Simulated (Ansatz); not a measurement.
Results of PBE in Ansatz (plane waves, PAW) for bcc Rb.

Settings: plane-wave cutoff 520 eV, 14×14×14 k mesh, Fermi–Dirac smearing 0.05 eV, scalar-relativistic PAW data made under PBE.

Computed at the level's own relaxed cell.

Estimate the volume per atom, bulk modulus B0, lattice parameter a and pressure derivative B′ of the bulk modulus that the calculation returns.


- volume per atom = 91.13 Å³/atom
- bulk modulus B0 = 2.78 GPa
- lattice parameter a = 5.670 Å
- pressure derivative B′ of the bulk modulus = 3.8

The run finds no gap.

Measured, for comparison: equilibrium volume per atom 86.68 Å³/atom, lattice constant a 5.576 Å (low-temperature or extrapolated to 0 K; zero-point anharmonic expansion removed; as tabulated in Csonka et al. (2009), arXiv:0903.4037); bulk modulus 2.92 GPa (corrected for temperature and zero-point phonon effects, our sources range from 2.92 to 3.60; as tabulated in Levämäki et al. (2014), arXiv:1402.3671). Computed (rounded) less measured: equilibrium volume per atom +5.1 %, bulk modulus not scored (sources differ), lattice constant a +1.7 %.

The computed numbers hold no vibrational or temperature effects.

Computing time: very roughly 40 core-seconds.

Ansatz is an electronic-structure program.
